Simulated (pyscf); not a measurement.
Structures and frequencies: ωB97X-D3(BJ)/def2-SVP in PySCF. Correlated levels are frozen-core, on RHF or UHF. ΔMP2 is the change of the MP2 total energy from the triple- to the quadruple-zeta basis.

**Question.** PBE/def2-TZVP puts the barrier of F–SiH₃ + F–SiH: [singlet] → F–SiH(F)–SiH₃ (insertion; singlet surface; F–Si broken, Si–Si, F–Si formed) at -2.3 kcal/mol and the reaction energy at -52.2 kcal/mol, from the separated reactants. What do M06-2X/def2-TZVP, ωB97M-D3(BJ)/def2-TZVP, CCSD(T)/def2-TZVPP + ΔMP2(QZVPP) give on the same structures?

**Answer.** M06-2X: ΔE‡ = 3.7 kcal/mol, ΔE = -50.4 kcal/mol; ωB97M-D3(BJ): ΔE‡ = 3.9 kcal/mol, ΔE = -48.1 kcal/mol; CCSD(T): ΔE‡ = 4.9 kcal/mol, ΔE = -50.6 kcal/mol. PBE's barrier lies under all of them, by 6.1 to 7.3 kcal/mol. Its reaction energy lies under all of them, by 1.6 to 4.2 kcal/mol. Low barriers are usual for a GGA, whose delocalisation error favours stretched bonds. On the reactant side the descent ends in an adduct with a F–Si contact (not fully relaxed), 7.1 kcal/mol under the separated species and 6.4 kcal/mol under the saddle at ωB97X-D3(BJ)/def2-TZVP. At PBE the saddle lies under the separated reactants, which points to a path from their complex (located at ωB97X-D3(BJ) alone). What is counted as formed (F–Si) is already present as a longer contact in the reactant adduct; forming that adduct is a step of its own. At ωB97X-D3(BJ)/def2-TZVP the barrier from the zero used here is -0.7 kcal/mol. One saddle was located; it need not be the lowest between these sides. The CCSD(T) − MP2 part came from Ansatz, without density fitting, on the same reference.
